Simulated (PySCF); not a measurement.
Bonds (- single, = double, # triple, : aromatic): C1-C2 1.514 Å, C2-C3 1.499 Å, C3=O4 1.207 Å, C3-C5 1.530 Å, C5=O6 1.200 Å. C1 carries H7, H8, H9; C2 carries H10, H11; C5 carries H12.

Geometry: PBE0-D3(BJ)/def2-SVP; GIAO shifts from PySCF, gas phase, non-relativistic, averaged over equivalent atoms.

At PBE0/pcSseg-1 (132 basis functions, 16 s wall time on 1 thread of an Arm Neoverse V1, shared host):
```tsv
atoms	δ (ppm)
C3	204.1
C5	195.1
C2	32.1
C1	7.3
O6	706.7
O4	694.1
H12	9.08
H10/H11	2.65
H7/H8/H9	1.10
```

Shifts are taken against calculated references (same method and geometry level): ¹³C (σ = 184.41 ppm), ¹H (σ = 31.27 ppm) against TMS; ¹⁷O (σ = 334.56 ppm) vs H2O.

Problem. Predict the values at B3LYP/pcSseg-2 on the same geometry.

Solution. 
```csv
atoms,δ at B3LYP/pcSseg-2,change
C3,211.9,+7.8
C5,199.5,+4.4
C2,34.4,+2.3
C1,7.9,+0.6
O6,693.5,-13.2
O4,681.1,-13.0
H12,9.26,+0.18
H10/H11,2.80,+0.15
H7/H8/H9,1.08,-0.02
```

δ = σ(ref) − σ, references computed at the same level: TMS for ¹³C (σ = 179.19 ppm) and ¹H (σ = 31.39 ppm); H2O for ¹⁷O (σ = 325.85 ppm).

The largest change is at O6 (aldehyde oxygen). Cost: 300 basis functions, 41 s wall time on 1 thread of an Arm Neoverse V1, shared host. The order of the carbon signals is the same at both levels.

Unscaled 17O shifts of doubly bonded oxygen tend to come out too high, by tens of ppm or more. Experimental scales use liquid or dissolved standards, which lie at an offset from isolated H2O (liquid H2O: subtract about 36 ppm).
